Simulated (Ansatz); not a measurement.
**Two structures, one formula**

Two relaxed structures of B₂NH₄ (charge -1), closed shell (PBE0-D4/def2-TZVPD; forces vanish, vibrations not checked).

A:

```xyz
7
angstrom
B -1.1772 0.2618 -0.4994
N 0.2348 -0.1263 -0.1017
B 1.3890 -0.4432 0.2236
H -1.7342 -0.6750 -1.0873
H -1.1599 1.2436 -1.2539
H -1.8456 0.5490 0.5027
H 2.4861 -0.7444 0.5329
```

B:

B1  (-1.073, 0.241, -0.774)
N2  (0.000, 0.000, 0.000)
B3  (1.073, -0.241, 0.774)
H4  (-1.918, -0.620, -1.006)
H5  (-1.271, 1.336, -1.293)
H6  (1.057, -0.057, 1.988)
H7  (2.132, -0.658, 0.311)
(Å)

Ansatz 0.2.0; basis: def2-TZVPPD; cores frozen in the correlated methods. B3LYP uses VWN-RPA correlation.

(1) Which structure is lower at CCSD(T), and by how much? (Judge from chemistry; the value comes from the calculation.)

The T1 diagnostic stays at or below 0.019.

Answers

(1) The calculation gives: B, by 0.467 eV (electronic energy, against the other). By their contacts, A is B₂NH₄ ([BH][N][BH3]), total charge -1 and B is B₂NH₄ ([BH2][N][BH2]), total charge -1.

All methods give the same order:

| method | E(B) − E(A) (eV) |
| --- | --- |
| PBE-D4 | -0.531 |
| r2SCAN-D4 | -0.560 |
| PBE0-D4 | -0.563 |
| B3LYP-D4 | -0.564 |
| wB97M-V | -0.535 |
| HF | -0.701 |
| MP2 | -0.376 |
| CCSD | -0.491 |
| CCSD(T) | -0.467 |

Labels in which every atom is bracketed show which atoms are joined, not bond orders.

For scale, one of the runs: CCSD(T)/def2-TZVPPD, 179 basis functions, launched by `ansatz run in.yaml --threads 2 --pin off --events-out ev --progress --plain --max-ram 4352MiB`. Hardware: 2 CPU threads of an Arm Neoverse V2, shared host. Wall time 19 s; peak host memory 1.7 GiB.
